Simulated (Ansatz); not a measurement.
**H2Al–C, quartet along the distance Al1-C2**

Starting geometry (PBE0/def2-TZVP stationary point for this spin, not checked as a minimum):

| atom | x (Å) | y (Å) | z (Å) |
| --- | --- | --- | --- |
| Al | 0.0000 | 0.0000 | 0.5276 |
| C | 0.0000 | 0.0000 | -1.3972 |
| H | 0.0000 | 1.3990 | 1.2626 |
| H | 0.0000 | -1.3990 | 1.2626 |

From there C2 moves along the line of the two atoms named below, all else staying in place; atoms are numbered as listed. Energies are in kcal/mol, counted from the starting geometry at the same level.

Basis 6-31G; Ansatz 0.2.0. Correlated methods freeze the noble-gas cores. R marks a restricted (for open shells ROHF) determinant, U an unrestricted one. Active spaces: valence = (9e, 10o) chosen from the atoms' valence shells.

Runs in a small pair space aren't shown, since their orbitals change along the scan. A value is left out where its run failed or describes another state than the reference as far as symmetry and spin tell, or, spin-broken singlets apart, can't be checked.

Full CI is exact within this basis and frozen core; it isn't the basis-set limit. The frozen core follows each run's orbitals, which can shift R against U totals by a few meV.

| distance Al1-C2 (Å) | full CI | unpaired electrons (full CI) | error UMP2 | error RCCSD(T) | error BCCD(T) | error RCCSDT(Q) | error CASSCF (valence space) | error MRCISD+Q (valence space) |
| --- | --- | --- | --- | --- | --- | --- | --- | --- |
| 1.504 | 75.3 | 3.02 | -0.7 | -0.1 | -0.1 | 0.0 | 0.2 | -0.1 |
| 1.702 | 18.3 | 3.02 | -0.6 | -0.1 | -0.1 | 0.0 | -0.1 | 0.0 |
| 1.925 | 0.0 | 3.02 | 0.0 | 0.0 | 0.0 | 0.0 | 0.0 | 0.0 |
| 2.110 | 1.5 | 3.03 | 0.7 | 0.1 | 0.1 | 0.0 | 0.3 | 0.0 |
| 2.374 | 13.7 | 3.03 | 2.1 | 0.2 | 0.2 | 0.0 | 0.8 | 0.1 |
| 2.632 | 28.3 | 3.04 | 3.7 | 0.3 | 0.4 | 0.0 | 1.3 | 0.1 |
| 3.033 | 46.9 | 3.05 | 5.1 | 0.3 | 0.4 | 0.0 | 1.3 | 0.0 |
| 3.571 | 58.5 | 3.04 | 3.2 | 0.0 | 0.0 | 0.0 | -0.8 | 0.0 |
| 4.150 | 61.7 | 3.04 | 2.5 | -0.2 | -0.2 | 0.0 | -2.3 | -0.3 |
| 5.120 | 62.7 | 3.04 | 2.4 | -0.2 | -0.2 | 0.0 | -2.8 | -0.4 |
| 6.639 | 63.0 | 3.04 | 2.4 | -0.2 | -0.2 | 0.0 | – | – |

Unpaired electrons are Σ n²(2−n)² over natural occupations. Errors are those of relative energies. In total energy the starting point itself misses full CI by: UMP2 15.7, RCCSD(T) 0.5, BCCD(T) 0.5, RCCSDT(Q) 0.0, CASSCF (valence space) 21.7, MRCISD+Q (valence space) 0.5 kcal/mol.

Spread of the error over the points with a reference, to 6.639 Å (largest less smallest): RCCSDT(Q) 0.0, MRCISD+Q (valence space) 0.4 (10 of 11 points), RCCSD(T) 0.5, BCCD(T) 0.6, CASSCF (valence space) 4.1 (10 of 11 points), UMP2 5.8 kcal/mol.

Going outwards, the relative energy of UMP2 first misses by more than 1.0 kcal/mol at 2.374 Å.

Going outwards, the relative energy of CASSCF (valence space) first misses by more than 1.0 kcal/mol at 2.632 Å.
